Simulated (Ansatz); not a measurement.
# NH₃+ (doublet): the correlation ladder, cc-pVTZ

The task here is to estimate one member of a computed series from the others.

Method: cc-pVTZ, core rule «outside noble gas», up to 1 orbitals frozen; program: Ansatz 0.2.0, Gaussian basis.

Plan: UHF; CCSD(T) on ROHF; CCSD(T) on UHF; BCCD(T) on ROHF; CCSDT(Q) on ROHF; CCSDT(Q) on UHF; CASSCF and MRCISD+Q, 7 electrons in 7 orbitals; CASSCF and NEVPT2, 7 electrons in 7 orbitals.

11 further runs of the same task are left out: 2 that didn't finish, 9 set aside as unsound or not needed.

## What is computed

The geometry is a PBE0/def2-TZVP stationary point (not a proven minimum).

4 atoms, charge 1, spin multiplicity 2.

Atoms are counted from 1 here; the program's logs count them from 0.

Bond lengths: N1–H2 1.024 Å, N1–H3 1.024 Å, N1–H4 1.024 Å. Angles: H2–N1–H3 120.0°, H2–N1–H4 120.0°, H3–N1–H4 120.0°.

Set-up of the first run:

in.yaml

```yaml
crystal:
  periodic: [false, false, false]
  atoms:
    - {symbol: N, position_ang: [0.000000, 0.000000, 0.000000]}
    - {symbol: H, position_ang: [1.024021, 0.013755, -0.000070]}
    - {symbol: H, position_ang: [-0.523923, 0.879946, -0.002762]}
    - {symbol: H, position_ang: [-0.500098, -0.893701, 0.002832]}
basis:
  gaussian: {orbitals: cc-pVTZ}
total_charge: 1
magnetization: {spin_polarized: true, initial_magnetization: 1}
hamiltonian: {xc: hf}
output: {orbitals: {seedname: orbitals}}
```

Command:

```
ansatz run in.yaml --threads 1 --pin off --events-out ev --progress --plain --max-ram 2393MiB
```

Among the steps run: UHF; CCSD(T) on ROHF; CCSD(T) on UHF; BCCD(T) on ROHF; CCSDT(Q) on ROHF; CCSDT(Q) on UHF; CASSCF and MRCISD+Q, 7 electrons in 7 orbitals; CASSCF and NEVPT2, 7 electrons in 7 orbitals.

One table of the session follows, with a row left open; its other results are not shown here.

```
          method  from UCCSDT(Q) (meV)
            ROHF               +5667.6
             UHF               +5516.4
            RMP2                +645.3
            UMP2                +654.7
           RCCSD                +143.8
           UCCSD                +140.9
        RCCSD(T)                 +14.2
        UCCSD(T)                 +13.3
         BCCD(T)                 +14.2
          RCCSDT                  +4.8
          UCCSDT                  +3.5
       RCCSDT(Q)                  +1.3
       UCCSDT(Q)                     0
  CASSCF valence               +3674.0
  NEVPT2 valence                     ?
  MRCISD valence                +135.8
MRCISD+Q valence                 +18.4
```

**Question.** Estimate the row for NEVPT2 valence.

**Answer.** from UCCSDT(Q) (meV): +676.6. In the column «from UCCSDT(Q) (meV)» it lies between UMP2 (+654.7) and CASSCF valence (+3674.0).

To keep in mind: Restricted and unrestricted rows rest on different reference determinants; where their highest levels disagree by more than a few hundredths of an eV, they describe different states and don't form one ladder.
